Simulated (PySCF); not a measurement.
**Question.** Give a BHandHLYP/6-31+G* geometry of glyoxal, `O=CC=O`.

**Answer.** 
```xyz
6
C2H2O2 angstrom
O     -0.9062   -0.2635   -1.4343
C      0.0400    0.0196   -0.7583
C     -0.0381   -0.0182    0.7537
O      0.9088    0.2628    1.4296
H      1.0089    0.3194   -1.1748
H     -1.0074   -0.3167    1.1703
```

Any rigid rotation of these coordinates is as good. Atoms count from 1 in this order. The 4 heavy atoms lie in one plane (0.001 Å rms).

Bonds between heavy atoms (Å): O1=C2 1.197, C2–C3 1.514, C3=O4 1.197.

Method: BHandHLYP/6-31+G* geometry optimisation, gas phase (PySCF).

Point group: C2h (every atom within 0.08 Å of its image). Not checked by BHandHLYP/6-31+G* frequencies. One conformer, not necessarily the lowest (O1–C2–C3–O4 180°).

Hardware: one thread, Arm Neoverse N1 (aarch64), no GPU, shared host with 64 logical CPUs at a one-minute load of 59. Cost: 16 s wall, 0.38 GiB resident at most. These figures are those of the optimisation.
